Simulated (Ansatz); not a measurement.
`C[Si]C` and `C[Si]Cl` differ in one atom or group.

Ansatz, PBE0-D4/def2-TZVP geometries, multiplicity 1. 

```tsv
property	`C[Si]C`
size of the dipole moment (PBE/def2-TZVPP) / D	1.37
LUMO energy (PBE/def2-TZVPP) / eV	-2.91
HOMO energy (PBE0/def2-TZVPP) / eV	-5.93
HOMO energy (PBE/def2-TZVPP) / eV	-4.91
HOMO–LUMO gap (PBE0/def2-TZVPP) / eV	3.89
LUMO energy (PBE0/def2-TZVPP) / eV	-2.04
```

Q: What does the change do to each property? (Estimate.)

A: Computed: 
```csv
property,`C[Si]Cl`,shift
size of the dipole moment (PBE/def2-TZVPP) / D,1.68,0.31
LUMO energy (PBE/def2-TZVPP) / eV,-3.31,-0.40
HOMO energy (PBE0/def2-TZVPP) / eV,-6.68,-0.75
HOMO energy (PBE/def2-TZVPP) / eV,-5.59,-0.68
HOMO–LUMO gap (PBE0/def2-TZVPP) / eV,4.18,0.29
LUMO energy (PBE0/def2-TZVPP) / eV,-2.50,-0.46
```

With PBE0 the HOMO falls by 0.75 eV and the LUMO falls by 0.46 eV, so the gap widens by about 0.29 eV. PBE moves the HOMO by -0.68 eV and ωB97M-V by -0.74 eV. The zero-point energy changes by -89.5 kJ/mol with -9 modes. Dipoles are sizes alone; their direction can turn.
